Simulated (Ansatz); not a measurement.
Reaction: HOCl (SMILES OCl) → OCl (SMILES [O]Cl, doublet) + H (doublet) (the H-O bond breaks)
Each species at its own B3LYP-D3(BJ)/def2-TZVP minimum (Ansatz, an electronic-structure program).

Total energies in hartree (Ansatz). Radicals and triplets start from unrestricted determinants; spin-orbit coupling is neglected. Correlated methods leave the cores frozen. No relativity. Where a partner has so few electrons that a lower coupled-cluster level is exact, that level stands in.

| species | HF/cc-pV(T+d)Z | CCSD(T)/cc-pV(T+d)Z | HF/cc-pV(Q+d)Z | CCSD(T)/cc-pV(Q+d)Z | CCSDT(Q)/cc-pV(T+d)Z |
|---|---|---|---|---|---|
| 1: HOCl (SMILES ClO) | -534.92059 | -535.39768 | -534.93096 | -535.44656 | -535.39929 |
| 2: OCl (SMILES Cl[O], doublet) | -534.30577 | -534.73849 | -534.31608 | -534.78559 | -534.74092 |
| 3: H (doublet) | -0.49981 | -0.49981 | -0.49995 | -0.49995 | -0.49981 |

Work out the bond dissociation energy (electronic) in kcal/mol: take Hartree-Fock from cc-pV(Q+d)Z, extrapolate the CCSD(T) correlation energy as X^-3 (X = 3, 4), and add CCSDT(Q) - CCSD(T) in cc-pV(T+d)Z. 1 hartree = 627.51 kcal/mol.


Species 1: correlation (64·(-0.51560) - 27·(-0.47709))/37 = -0.54370; step -0.00161; E1 = -534.93096 + (-0.54370) + (-0.00161) = -535.47627
Species 2: correlation (64·(-0.46951) - 27·(-0.43272))/37 = -0.49636; step -0.00243; E2 = -534.31608 + (-0.49636) + (-0.00243) = -534.81487
Species 3: correlation (64·(0.00000) - 27·(0.00000))/37 = 0.00000; step +0.00000; E3 = -0.49995 + (0.00000) + (+0.00000) = -0.49995
-1·E1 +1·E2 +1·E3 = 0.16145 hartree = 101.3 kcal/mol.
